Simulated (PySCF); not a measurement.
# How strong are the bonds of ethylenediamine?

Parent: ethylenediamine, `NCCN` (C2H8N2). Atom numbers as in the mapped SMILES `[NH2:1][CH2:2][CH2:3][NH2:4]`.

Level of theory: PBE0-D3(BJ)/def2-TZVP single points in PySCF, grid level 2; every species was optimised with PBE0-D3(BJ)/def2-SVP. Thermal corrections: GFN2-xTB frequencies, unscaled, ideal gas at 298.15 K and 1 bar, quasi-RRHO entropy. These were taken at the GFN2-xTB minima.

```csv
bond,r / Å,radicals,BDE(298 K) / kJ/mol,BDFE / kJ/mol,D₀ / kJ/mol,Dₑ / kJ/mol
C2–C3,1.520,[CH2]N + [CH2]N,297,240,291,319
N1–C2,1.453,NH2• + [CH2]CN,351,296,343,381
C2–H,1.103,N[CH]CN + H•,361,321,354,393
N1–H,1.017,[NH]CCN + H•,401,362,394,434
```

Homolysis to relaxed radicals in the gas phase; the table need not hold every single bond outside rings.

Weakest of these: C2–C3 (297 kJ/mol); strongest: N1–H (401 kJ/mol).

Caveats: the order of N1–C2 and C2–H is undecided: the gaps lie inside the method's error (some 10 kJ/mol, one structure a species).
